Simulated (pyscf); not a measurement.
A first-order saddle from PySCF, ωB97X-D3(BJ)/def2-SVP:

```xyz
9

C     -1.3273    -0.8446     0.2994
Ga     0.0244     0.5023    -0.1073
H     -0.9550    -1.8521     0.0572
H     -2.2436    -0.6602    -0.2804
H     -1.5824    -0.8238     1.3712
H     -0.6531     2.0397    -0.3673
H      1.5359     0.6313     0.2299
Cl    -0.1215     0.8708    -2.6100
H     -0.5181     1.7583    -1.4845
```
Charge 0, spin multiplicity 1.

Surface: singlet, charge 0. Lowest wavenumbers (cm⁻¹): 924i, 74, 117, 258, 378.

What reaction is this the transition state of?

H₃C–GaH₂ + hydrogen chloride (HCl) <-> H₃C–GaH–Cl + hydrogen (H₂), a four-centre exchange read from left to right: Ga–H, Cl–H broken and Cl–Ga, H–H formed. At ωB97M-D3(BJ)/def2-TZVP it lies +2.5 kcal/mol from the left side and +30.5 kcal/mol from the right (each side as separated species at their lowest minima found). On the reactant side the descent ends in a complex, 6.9 kcal/mol under the separated species and 6.9 kcal/mol under the saddle at ωB97X-D3(BJ)/def2-TZVP. At ωB97X-D3(BJ)/def2-TZVP the barrier from the zero used here is 0.0 kcal/mol. One saddle was located; it need not be the lowest between these sides. Elements up to Kr have no core potential and no relativistic terms here.
